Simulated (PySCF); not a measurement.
H2S, charge +1, multiplicity 2. Atoms are numbered in the order given.

```xyz
3

S      0.0000     0.0000     0.1044
H      0.0000    -0.9877    -0.8354
H      0.0000     0.9877    -0.8354
```
Charge +1, spin multiplicity 2.

Geometry: PBE0-D3(BJ)/def2-TZVPD. The multiplicity is an assumed one; other spin states were not compared.

Calculation: TDA-PBE/def2-TZVPD (PySCF).

Vertical excitations. Gas-phase values at a fixed geometry.

Computed lowest excited states:
```
state    energy (eV)  λ (nm)      f                                                                          main pairs
-------  -----------  ------  -----  ----------------------------------------------------------------------------------
root 1          3.18     389  0.003                                                                    β HOMO→LUMO 99 %
root 2          5.04     246  0.000                                                                  β HOMO−1→LUMO 99 %
root 3          7.98     155  0.000                                                                    α HOMO→LUMO 99 %
root 4          8.20     151  0.000                                              α HOMO−1→LUMO 42 %, β HOMO→LUMO+1 55 %
root 5          8.94     139  0.001                                                                  α HOMO→LUMO+1 96 %
root 6          9.48     131  0.000  α HOMO−1→LUMO+1 37 %, α HOMO−2→LUMO 15 %, β HOMO→LUMO+2 30 %, β HOMO−1→LUMO+1 18 %
root 7         10.40     119  0.000  α HOMO−2→LUMO 31 %, α HOMO−1→LUMO+1 15 %, β HOMO−1→LUMO+1 35 %, β HOMO→LUMO+2 18 %
root 8         10.54     118  0.064                          α HOMO−1→LUMO 46 %, α HOMO→LUMO+4 10 %, β HOMO→LUMO+1 32 %
root 9         10.76     115  0.070                         α HOMO−1→LUMO+1 42 %, α HOMO−2→LUMO 8 %, β HOMO→LUMO+2 46 %
root 10        11.48     108  0.084                                              α HOMO→LUMO+2 87 %, β HOMO−2→LUMO 11 %
```
Unrestricted roots are not spin-pure.
